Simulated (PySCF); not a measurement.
**Mayer bond orders and bond lengths**

Species: C4H8.
Numbering: `[CH2:1]=[C:2]([CH3:3])[CH3:4]` (hydrogens: H5, H6 on C1; H7, H8, H9 on C3; H10, H11, H12 on C4)

Structure used (PBE0-D3(BJ)/def2-SVP), in Å, numbered top down from 1:
```
atom  x, y, z in Å
C1     1.353   -0.345    0.707
C2     0.196   -0.053    0.102
C3    -1.067   -0.811    0.388
C4     0.078    1.051   -0.907
H5     2.267    0.216    0.490
H6     1.426   -1.154    1.439
H7    -1.853   -0.135    0.765
H8    -0.911   -1.606    1.130
H9    -1.467   -1.270   -0.532
H10    1.032    1.572   -1.061
H11   -0.264    0.658   -1.880
H12   -0.675    1.793   -0.590
```

Bond orders from the PBE0/pcSseg-1 density (PySCF). Geometry: PBE0-D3(BJ)/def2-SVP; no solvent, vibrations or thermal averaging.

**Question.** How far do the computed orders between heavy atoms stray from the drawn ones?

**Answer.** The largest departure is 0.050, at C2–C3 (drawn single, 1.050) and C2–C4 (drawn single, 1.050).

**Question.** Set the Mayer orders of the bonds beside their lengths.

**Answer.** 
```
  bond  drawn as  length (Å)  Mayer order
 C1–C2    double       1.338        1.966
 C2–C3    single       1.500        1.050
 C2–C4    single       1.500        1.050
 C1–H5    single       1.094        0.945
 C1–H6    single       1.094        0.945
 C3–H7    single       1.103        0.950
 C3–H8    single       1.099        0.962
 C3–H9    single       1.103        0.951
C4–H10    single       1.099        0.962
C4–H11    single       1.104        0.950
C4–H12    single       1.103        0.951
```

By pair of heavy elements: C–C: lowest C2–C3 and C2–C4 (1.050, 1.500 Å), highest C1–C2 (1.966, 1.338 Å). Bonds named together lie within 0.004.

**Question.** Sum the orders of all bonds at each heavy atom with more than one neighbour and set the sums beside the valence in the SMILES.

**Answer.** C1 3.856 (drawn 4), C2 4.066 (drawn 4), C3 3.913 (drawn 4), C4 3.913 (drawn 4). Orders between atoms that aren't bonded are not in these sums.

Mayer orders depend on the basis set.
